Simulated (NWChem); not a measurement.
Species: CH cation, singlet

```xyz
2

C      0.0000     0.0000    -0.1450
H      0.0000     0.0000     1.0022
```
Atoms are numbered in this order, from 1.

Low-valent species are run as closed-shell singlets; no triplet was tried in these runs. Structure relaxed at the PBE0/def2-SVP level.

Problem. List the 4 lowest vertical singlet excitations from LRC-wPBEh/aug-cc-pVDZ, full TDDFT (NWChem).

Solution. 
```json
[
 {"state": "S1", "energy (eV)": "2.70", "oscillator strength": "0.005", "leading excitation (squared amplitude)": "HOMO → LUMO (1.02)"},
 {"state": "S2", "energy (eV)": "2.70", "oscillator strength": "0.005", "leading excitation (squared amplitude)": "HOMO → LUMO+1 (1.02)"},
 {"state": "S3", "energy (eV)": "12.52", "oscillator strength": "0.266", "leading excitation (squared amplitude)": "HOMO → LUMO+2 (0.96)"},
 {"state": "S4", "energy (eV)": "13.48", "oscillator strength": "0.184", "leading excitation (squared amplitude)": "HOMO−1 → LUMO (0.94)"}
]
```
